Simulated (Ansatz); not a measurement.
# singlet SiO2: levels of theory in one basis

```yaml
atoms:
  - { symbol: O, position_ang: [0.0000, 0.0000, -1.5100] }
  - { symbol: Si, position_ang: [0.0000, 0.0000, 0.0000] }
  - { symbol: O, position_ang: [0.0000, 0.0000, 1.5100] }
```

Basis set: def2-SVP (spherical functions). Frozen core: 7 orbitals. Charge 0, multiplicity 1.

Computed with Ansatz (development build ahead of 0.2.0); each method stands on the lowest determinant of its kind that the runs found.

| method | E − E(RHF) (eV) | <S²> of the determinant |
| --- | --- | --- |
| RHF | 0.00 | 0.00 |
| RHF-MP2 | -12.76 | – |

(1) What does RHF-CCSD(T) give on the same scale?

(2) Is a single determinant a sound starting point here?

Results:

(1) -13.10 eV.

(2) By this sign, yes. Unrestricted orbitals gain 0.00 eV and <S²> is 0.00 against 0.00 for a pure state.
